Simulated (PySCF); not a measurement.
**B2NH5 (SMILES BNB): levels of theory compared**

Aim: a comparison of 5 runs (HF/STO-3G, HF/3-21G, HF/def2-SVP, TPSS/6-31+G*, CAM-B3LYP/6-311+G**) of B2NH5. 

The results are computed with PySCF 2.14.0.

**1. The structure to begin with**

The species is B2NH5 (8 atoms), meant as a singlet with charge 0. As SMILES, `BNB`. Geometry: relaxed at PBE0-D4/def2-TZVP.

Bond lengths: B1–N2 1.417 Å, N2–B3 1.417 Å, B1–H4 1.194 Å, B1–H5 1.197 Å, N2–H6 1.011 Å, B3–H7 1.197 Å, B3–H8 1.194 Å. Angles: B1–N2–B3 125.8°, B1–N2–H6 117.1°, B3–N2–H6 117.1°, N2–B1–H4 118.5°, N2–B1–H5 119.5°, N2–B3–H7 119.4°, N2–B3–H8 118.5°, H4–B1–H5 122.0°, H7–B3–H8 122.0°.

**2. Energy and gradient at HF/STO-3G (run 1)**

The input, calc.py:

```python
from pyscf import gto

mol = gto.Mole()
mol.atom = '''
B   -0.828200   0.654900  -0.693300
N    0.260000   0.377700   0.170800
B    0.695200  -0.910900   0.567700
H   -1.449400  -0.261400  -1.140100
H   -1.097800   1.791200  -0.954100
H    0.771000   1.169500   0.536500
H    1.631600  -1.014200   1.305600
H    0.109700  -1.864100   0.150900
'''
mol.charge = 0
mol.basis = 'sto-3g'
mol.verbose = 4
mol.max_memory = 1860
mol.build()

calc0 = mol.RHF()
calc0.conv_tol = 1e-10
calc0.kernel()
if not calc0.converged:
    calc0 = calc0.newton().run(calc0.mo_coeff, calc0.mo_occ)

energy = calc0.e_tot
print(f'total energy: {energy:.8f} hartree')
grad = calc0.nuc_grad_method().kernel()
dip = calc0.dip_moment()
pop, q = calc0.mulliken_pop()
```

Started as:

```console
$ OMP_NUM_THREADS=1 python calc.py
```

What it wrote:

```text
PySCF version 2.14.0

[... 58 lines left out ...]
converged SCF energy = -105.457850681695
total energy: -105.45785068 hartree
[... 11 lines left out ...]
Dipole moment(X, Y, Z, Debye):  0.57579,  0.89301,  0.41229
[... 29 lines left out ...]
charge of    7H =     -0.07328
```

Wall time 2.1 s (1 thread of Intel Xeon at 2.50GHz (Skylake/Cascade Lake), shared host); peak memory 0.12 GiB.

**3. Energy and forces at HF/3-21G (run 2)**

The input, input.xyz:

```xyz
8

B     -0.828200     0.654900    -0.693300
N      0.260000     0.377700     0.170800
B      0.695200    -0.910900     0.567700
H     -1.449400    -0.261400    -1.140100
H     -1.097800     1.791200    -0.954100
H      0.771000     1.169500     0.536500
H      1.631600    -1.014200     1.305600
H      0.109700    -1.864100     0.150900
```

The input, calc.py:

```python
from pyscf import gto

molecule = gto.M(
    atom='input.xyz',
    basis='3-21g',
    verbose=4,
    max_memory=1860,
    spin=0,
)

mf = molecule.RHF()
mf.conv_tol = 1e-10
mf.kernel()
if not mf.converged:
    mf = mf.newton().run(mf.mo_coeff, mf.mo_occ)

energy = mf.e_tot
print('E(%s) = %.9f' % ('HF', energy))
grad = mf.nuc_grad_method().kernel()
mf.analyze()
```

Started as:

```console
$ OMP_NUM_THREADS=1 python calc.py
```

What it wrote:

```text
PySCF version 2.14.0

[... 74 lines left out ...]
Total Energy =                        -106.190697965406855
[... 7 lines left out ...]
MO #1   energy= -15.493605364309   occ= 2
[... 5 lines left out ...]
MO #7   energy= -0.59803167668796  occ= 2
[... 5 lines left out ...]
MO #13  energy= 0.184241349450561  occ= 0
[... 5 lines left out ...]
MO #19  energy= 0.424363675067767  occ= 0
[... 5 lines left out ...]
MO #25  energy= 0.720767223353425  occ= 0
[... 5 lines left out ...]
MO #31  energy= 1.41991400870579   occ= 0
[... 5 lines left out ...]
MO #37  energy= 2.74666438510722   occ= 0
[... 48 lines left out ...]
Dipole moment(X, Y, Z, Debye):  0.66410,  1.02996,  0.47547
```

It took 2.4 s on 1 thread of Intel Xeon at 2.50GHz (Skylake/Cascade Lake), shared host; peak memory 0.12 GiB.

Run 3 isn't shown in full; the table further down has it.

**4. Energy and forces at TPSS/6-31+G(d) (spherical functions) (run 4)**

The input, calc.py:

```python
# BNB
from pyscf import gto, dft

molecule = gto.M(
    atom=[
    ('B', (-0.828200, 0.654900, -0.693300)),
    ('N', (0.260000, 0.377700, 0.170800)),
    ('B', (0.695200, -0.910900, 0.567700)),
    ('H', (-1.449400, -0.261400, -1.140100)),
    ('H', (-1.097800, 1.791200, -0.954100)),
    ('H', (0.771000, 1.169500, 0.536500)),
    ('H', (1.631600, -1.014200, 1.305600)),
    ('H', (0.109700, -1.864100, 0.150900)),
],
    verbose=3,
    basis='6-31+g*',
    max_memory=1860,
)

mf = dft.RKS(molecule, xc='tpss')
mf.grids.level = 5
mf.conv_tol = 1e-10
mf.kernel()
if not mf.converged:
    mf = mf.newton().run(mf.mo_coeff, mf.mo_occ)

e_tot = mf.e_tot
print('E = %.10f Eh' % e_tot)
grad = mf.nuc_grad_method().kernel()
mf.analyze()
```

Started as:

```console
$ OMP_NUM_THREADS=1 python calc.py
```

What it wrote:

```text
converged SCF energy = -107.530569277634
[... 17 lines left out ...]
MO #8   energy= -0.354256417745775 occ= 2
[... 7 lines left out ...]
MO #16  energy= 0.0293314451405364 occ= 0
[... 7 lines left out ...]
MO #24  energy= 0.157947237815395  occ= 0
[... 7 lines left out ...]
MO #32  energy= 0.318402077531755  occ= 0
[... 7 lines left out ...]
MO #40  energy= 0.868534040118263  occ= 0
[... 7 lines left out ...]
MO #48  energy= 1.11430195350277   occ= 0
[... 7 lines left out ...]
MO #56  energy= 1.80680615967791   occ= 0
[... 7 lines left out ...]
MO #64  energy= 2.74114822398142   occ= 0
[... 9 lines left out ...]
Dipole moment(X, Y, Z, Debye):  0.66013,  1.02366,  0.47253
```

It took 41 s on 1 thread of Intel Xeon at 2.50GHz (Skylake/Cascade Lake), shared host; peak memory 0.66 GiB.

**5. Energy and gradient at CAM-B3LYP/6-311+G(d,p) (run 5)**

The input, calc.py:

```python
from pyscf import gto, dft

system = gto.M(
    atom='''
B     -0.828200     0.654900    -0.693300
N      0.260000     0.377700     0.170800
B      0.695200    -0.910900     0.567700
H     -1.449400    -0.261400    -1.140100
H     -1.097800     1.791200    -0.954100
H      0.771000     1.169500     0.536500
H      1.631600    -1.014200     1.305600
H      0.109700    -1.864100     0.150900
''',
    verbose=3,
    max_memory=1860,
    basis='6-311+g**',
)

mf = dft.RKS(system)
mf.xc = 'cam-b3lyp'
mf.grids.level = 5
mf.conv_tol = 1e-10
mf.kernel()
if not mf.converged:
    mf = mf.newton().run(mf.mo_coeff, mf.mo_occ)

energy = mf.e_tot
print(f'total energy: {energy:.8f} hartree')
grad = mf.nuc_grad_method().kernel()
dip = mf.dip_moment()
pop, q = mf.mulliken_pop()
```

Started as:

```console
$ OMP_NUM_THREADS=1 python calc.py
```

What it wrote:

```text
converged SCF energy = -107.469514894406
total energy: -107.46951489 hartree
[... 8 lines left out ...]
Dipole moment(X, Y, Z, Debye):  0.61903,  0.96001,  0.44312
[... 105 lines left out ...]
charge of    7H =     -0.02187
```

Wall time 81 s (1 thread of Intel Xeon at 2.50GHz (Skylake/Cascade Lake), shared host); peak memory 0.96 GiB.

**6. Overview of the runs**

| run | level | integration grid | energy (Eh) | dipole moment (D) | HOMO energy (eV) | LUMO energy (eV) | wall time |
| --- | --- | --- | --- | --- | --- | --- | --- |
| 1 | HF/STO-3G | – | -105.457851 | 1.14 | -11.01 | 6.58 | 2.1 s |
| 2 | HF/3-21G | – | -106.190698 | 1.31 | -12.69 | 2.76 | 2.4 s |
| 3 | HF/def2-SVP | – | -106.705378 | 1.23 | -12.72 | 2.54 | 5.7 s |
| 4 | TPSS/6-31+G* (spherical functions) | 5 | -107.530569 | 1.31 | -8.02 | -2.07 | 41 s |
| 5 | CAM-B3LYP/6-311+G** | 5 | -107.469515 | 1.23 | -10.70 | -0.29 | 81 s |

**7. What came out**

| quantity | value |
| --- | --- |
| run 5: total energy | -107.46951 Eh |
| run 5: dipole moment | 1.23 D |
| run 5: HOMO energy | -10.70 eV |
| run 5: LUMO energy | -0.29 eV |
| run 5: HOMO–LUMO gap | 10.41 eV |
| run 5: largest force on an atom | 0.144 eV/Å |

In words: The dipole moment (its size) runs from 1.14 D (HF/STO-3G) to 1.31 D (HF/3-21G). The HOMO–LUMO gap runs from 5.95 eV (TPSS/6-31+G*) to 17.59 eV (HF/STO-3G). The two ends differ in method and basis. Totals of different functionals can't be ranked against each other. In run 1 the basis is minimal, so the values are rough. All runs together took 2.2 min, the longest 81 s.
